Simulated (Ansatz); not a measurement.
# One elementary step

Start structure (AlH₂Cl, singlet), relaxed at PBE0-D4/def2-TZVP:

```xyz
4
angstrom
Al -0.0447 0.1052 0.1127
Cl 0.5393 -1.2689 -1.3600
H 0.7634 1.4540 0.2107
H -1.2579 -0.2902 1.0366
```

The step: AlH₂Cl ([AlH2][Cl]) → AlH + HCl; bonds formed: Cl2–H3; bonds broken: Al1–Cl2, Al1–H3. Ansatz 0.2.0; basis: def2-TZVPP and def2-QZVPP; cores frozen in the correlated methods. Extrapolation: Hartree–Fock as exp(−7.88 √X), correlation as X^−2.97. Energies below are by CCSD(T) at an estimated basis limit (MP2 extrapolated from triple and quadruple zeta, plus CCSD(T) − MP2 in triple zeta).

Question: What are the electronic barrier and the energy of the step, from the start structure to the end structure? (An estimate is asked for; the value comes from the calculation.)

Answer: Computed: Barrier 313.6 kJ/mol; step energy 269.7 kJ/mol (uphill); reverse barrier, their difference, 43.8 kJ/mol. Barrier and step energy count from the start structure, the reverse barrier from the end structure.

The saddle point: One imaginary mode of 801i cm⁻¹.
```tsv
pair	start (Å)	saddle (Å)	end (Å)
Cl2–H3	3.15	1.56	1.28
Al1–Cl2	2.10	2.57	2.88
Al1–H3	1.58	1.75	3.40
```

Zero-point energy (harmonic, PBE0-D4): ZPE is 38.0 kJ/mol at the start and 27.4 kJ/mol at the saddle, so the barrier goes from 313.6 to 303.0 kJ/mol.

First-order rate constant out of the start structure at 298 K by transition-state theory, with harmonic vibrational free energies alone and no tunnelling: ΔA‡ = 302.4 kJ/mol, so k = (kB T/h) exp(−ΔA‡/kB T) ≈ 10^-40 s⁻¹ (an order of magnitude at best: rotation, the number of equivalent paths and anharmonicity are left out).

No T1 diagnostic of these runs exceeds 0.015. The restricted Hartree–Fock reference is unstable towards an unrestricted one at one or more of these structures.

Labels in which every atom is bracketed show which atoms are joined, not bond orders.

For scale, one of the runs: CCSD(T)/def2-TZVPP, 112 basis functions (an equivalent command: `ansatz run in.yaml --threads 2`). The run took about 1.8 s on 2 CPU threads (shared host).
